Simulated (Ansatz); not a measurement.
Ansatz (a quantum-chemistry and plane-wave program) input (MP2/6-31G*):

Ansatz 0.2 input:
```yaml
crystal:
  periodic: [false, false, false]
  atoms:
    - {symbol: C, position_ang: [-0.02414292, 1.12315603, 0.01877293]}
    - {symbol: S, position_ang: [0.01525850, -0.70984264, -0.01186463]}
    - {symbol: H, position_ang: [-1.05021111, 1.51794223, 0.00835545]}
    - {symbol: H, position_ang: [0.46073541, 1.53526110, 0.91534586]}
    - {symbol: H, position_ang: [0.49019726, 1.56534275, -0.84650488]}
basis:
  gaussian:
    orbitals: 6-31G*
total_charge: -1
magnetization: {spin_polarized: false}
correlation: {method: mp2, electrons: outside_noble_gas}
relax: {f_tol: 0.003, max_steps: 120}
```

Output:

```
WARN ansatz: RAYON_NUM_THREADS=1 ignored (pool sized by the plan → 1); use --threads N
Functional definition: HF
these checks for a lower state are left out or cut short: cluster_reference
integrals: 0.01 GiB planned
438 factors; integrals over basis functions are off by at most 4.3e-4 eV
mean field: 0.06 GiB planned
mean field evaluation 1: about -11892.9994 eV, gradient 2.1e1 eV
mean field evaluation 2: about -11892.9984 eV, gradient 2.1e1 eV
mean field evaluation 4: about -11894.4808 eV, gradient 1.8e0 eV
mean field evaluation 8: about -11894.4973 eV, gradient 9.4e-5 eV
mean field -11894.49729294 eV, -437.1147131358 hartree, gradient 1.5e-6 eV, S^2 0.000000; 0 other end points of the search recorded, 0 dependent functions left out
6 core orbitals not correlated
reference -11894.49729294 eV, -437.1147131358 hartree; 7, 7 occupied and 27, 27 virtual orbitals, 438 factors
densities: 0.06 GiB planned
second order -6.83587496 eV of doubles, -0.00000000 eV of singles
the calculation of the forces begins
relax step   1: F+E_penalty+E_count = -11901.33316790 eV  Δ(F+E_penalty+E_count) = +0.000e0 eV  max|allowed force component| = 1.966e-1 eV/Å  Δτ_max = 0.0000 Å  (40 SCF iters, accepted)
these checks for a lower state are left out or cut short: starts, cluster_reference, orbital_swaps, neighbouring_geometries, increment
integrals: 0.01 GiB planned
438 factors; integrals over basis functions are off by at most 4.3e-4 eV
mean field: 0.06 GiB planned
mean field evaluation 16: about -11894.4970 eV, gradient 1.6e-1 eV
mean field -11894.49709420 eV, -437.1147058322 hartree, gradient 1.3e-6 eV, S^2 0.000000; 0 other end points of the search recorded, 0 dependent functions left out
6 core orbitals not correlated
reference -11894.49709420 eV, -437.1147058322 hartree; 7, 7 occupied and 27, 27 virtual orbitals, 438 factors
densities: 0.06 GiB planned
second order -6.83653308 eV of doubles, -0.00000000 eV of singles
the calculation of the forces begins
relax step   2: F+E_penalty+E_count = -11901.33362728 eV  Δ(F+E_penalty+E_count) = -4.594e-4 eV  max|allowed force component| = 1.090e-1 eV/Å  Δτ_max = 0.0027 Å  (29 SCF iters, accepted)
these checks for a lower state are left out or cut short: starts, cluster_reference, orbital_swaps, neighbouring_geometries, increment
integrals: 0.01 GiB planned
438 factors; integrals over basis functions are off by at most 4.3e-4 eV
mean field: 0.06 GiB planned
mean field -11894.49622534 eV, -437.1146739021 hartree, gradient 9.4e-7 eV, S^2 0.000000; 0 other end points of the search recorded, 0 dependent functions left out
6 core orbitals not correlated
reference -11894.49622534 eV, -437.1146739021 hartree; 7, 7 occupied and 27, 27 virtual orbitals, 438 factors
densities: 0.06 GiB planned
second order -6.83756287 eV of doubles, -0.00000000 eV of singles
the calculation of the forces begins
mean field evaluation 32: about -11894.4973 eV, gradient 5.7e-2 eV
relax step   3: F+E_penalty+E_count = -11901.33378821 eV  Δ(F+E_penalty+E_count) = -1.609e-4 eV  max|allowed force component| = 3.257e-2 eV/Å  Δτ_max = 0.0032 Å  (38 SCF iters, accepted)
these checks for a lower state are left out or cut short: starts, cluster_reference, orbital_swaps, neighbouring_geometries, increment
integrals: 0.01 GiB planned
438 factors; integrals over basis functions are off by at most 4.3e-4 eV
mean field: 0.06 GiB planned
mean field -11894.49628726 eV, -437.1146761776 hartree, gradient 2.5e-6 eV, S^2 0.000000; 0 other end points of the search recorded, 0 dependent functions left out
6 core orbitals not correlated
reference -11894.49628726 eV, -437.1146761776 hartree; 7, 7 occupied and 27, 27 virtual orbitals, 438 factors
densities: 0.06 GiB planned
second order -6.83753190 eV of doubles, -0.00000000 eV of singles
the calculation of the forces begins
relax step   4: F+E_penalty+E_count = -11901.33381916 eV  Δ(F+E_penalty+E_count) = -3.095e-5 eV  max|allowed force component| = 3.470e-3 eV/Å  Δτ_max = 0.0017 Å  (29 SCF iters, accepted)
these checks for a lower state are left out or cut short: starts, cluster_reference, orbital_swaps, neighbouring_geometries, increment
integrals: 0.01 GiB planned
438 factors; integrals over basis functions are off by at most 4.3e-4 eV
mean field: 0.06 GiB planned
mean field -11894.49630916 eV, -437.1146769825 hartree, gradient 5.5e-6 eV, S^2 0.000000; 0 other end points of the search recorded, 0 dependent functions left out
6 core orbitals not correlated
reference -11894.49630916 eV, -437.1146769825 hartree; 7, 7 occupied and 27, 27 virtual orbitals, 438 factors
densities: 0.06 GiB planned
second order -6.83751126 eV of doubles, -0.00000000 eV of singles
the calculation of the forces begins
relax step   5: F+E_penalty+E_count = -11901.33382042 eV  Δ(F+E_penalty+E_count) = -1.260e-6 eV  max|allowed force component| = 6.887e-5 eV/Å  Δτ_max = 0.0002 Å  (24 SCF iters, accepted)
these checks for a lower state are left out or cut short: cluster_reference
integrals: 0.01 GiB planned
438 factors; integrals over basis functions are off by at most 4.3e-4 eV
mean field: 0.06 GiB planned
mean field -11894.49630916 eV, -437.1146769825 hartree, gradient 5.5e-6 eV, S^2 0.000000; 1 other end points of the search recorded, 0 dependent functions left out
6 core orbitals not correlated
reference -11894.49630916 eV, -437.1146769825 hartree; 7, 7 occupied and 27, 27 virtual orbitals, 438 factors
densities: 0.06 GiB planned
second order -6.83751126 eV of doubles, -0.00000000 eV of singles
the calculation of the forces begins
mean field evaluation 64: about -11894.4963 eV, gradient 5.5e-6 eV
Total energy: -11901.33382042 eV, -437.3659508867 hartree
Atom 0 at    -0.024033     1.118064     0.018688 Å, force     0.000001    -0.000069    -0.000001 eV/Å
Atom 1 at     0.015219    -0.708011    -0.011834 Å, force     0.000000    -0.000020    -0.000000 eV/Å
Atom 2 at    -1.048647     1.519063     0.008401 Å, force    -0.000064     0.000028    -0.000001 eV/Å
Atom 3 at     0.459941     1.536355     0.913976 Å, force     0.000030     0.000029     0.000056 eV/Å
Atom 4 at     0.489357     1.566389    -0.845126 Å, force     0.000032     0.000031    -0.000054 eV/Å
Dipole moment:    -0.014467     0.673016     0.011249 e Å
Checks for a lower state left out: cluster_reference
```

The dipole moment of an ion depends on the origin.
